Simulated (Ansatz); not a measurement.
C2H2OS, SMILES `O=C=CS`. Total charge 0; spin multiplicity 1.

```xyz
6

O     0.876   -1.969   -0.710
C     0.652   -0.892   -0.364
C     0.375    0.335    0.020
S    -1.251    0.909   -0.297
H     1.152    0.957    0.443
H    -1.804    0.658    0.907
```

(1) Give the diagnostics of a CCSD(T)/def2-TZVPP run (frozen core, the Gaussian-basis code of Ansatz). (Best estimate.)

Answers

(1) Computed: T1 = 0.0155, largest single amplitude 0.028, largest double 0.049, (T) share of the correlation energy 4.7 %, 11 CCSD cycles. The RHF solution is stable towards an unrestricted one. T1 lies under the customary mark of 0.02 for closed shells.
